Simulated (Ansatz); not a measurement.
## Relaxing GaAs2

All numbers below come from DFT PBE, scalar-relativistic, plane waves, PAW (Ansatz 0.2.0). Cutoff 420 eV, Γ-centred k mesh, Gaussian smearing, no spin polarisation in the final step.

GaAs2 was placed on the fluorite structure type (Fm-3m, No. 225), with Ga in place of Ca, As in place of F, at a guessed volume.

```
CELL_PARAMETERS angstrom
0.00000 3.07103 3.07103
3.07103 0.00000 3.07103
3.07103 3.07103 0.00000
ATOMIC_POSITIONS crystal
Ga 0.00000 0.00000 0.00000
As 0.25000 0.25000 0.25000
As 0.75000 0.75000 0.75000
```

Cell and atoms relax at zero pressure; the relaxation can't lower the symmetry of the start. After a coarse first stage the cell is made exact in the group found at 0.06 Å.

The zero of energy is the elements' standard structures at the same level; no fitted shifts are applied.

(1) Which crystal results?

(2) What are its volume, energy, density and gap?

Answers

(1) It keeps Fm-3m (No. 225). The result has the fluorite structure. Conventional cell: a = 6.364 Å. Ga is coordinated by 8 As at 2.76 Å; As is coordinated by 4 Ga at 2.76 Å and 6 As at 3.18 Å.

Space group Fm-3m (No. 225). a = 6.364 Å, b = 6.364 Å, c = 6.364 Å, α = 90.00°, β = 90.00°, γ = 90.00°
| atom | site | symmetry | x | y | z |
| --- | --- | --- | --- | --- | --- |
| Ga | 4a | m-3m | 0.0000 | 0.0000 | 0.0000 |
| As | 8c | -43m | 0.2500 | 0.7500 | 0.7500 |

(2) The volume per atom is 21.48 Å³. The density is 5.66 g/cm³. The energy over the elements is 0.28 eV/atom and the gap on the 12×12×12 mesh is 0 eV (a metal).

The final run used a 12×12×12 mesh on its 3-atom cell and 0.10 eV smearing. For metals, differences of a few meV/atom aren't resolved. Symmetry constrained the relaxation, so the result can be a saddle point. The steps took of the order of 27 core-seconds in all.

Cost: 3 runs of about 0.45 core-minutes in all, on Arm Neoverse V2 (shared hosts).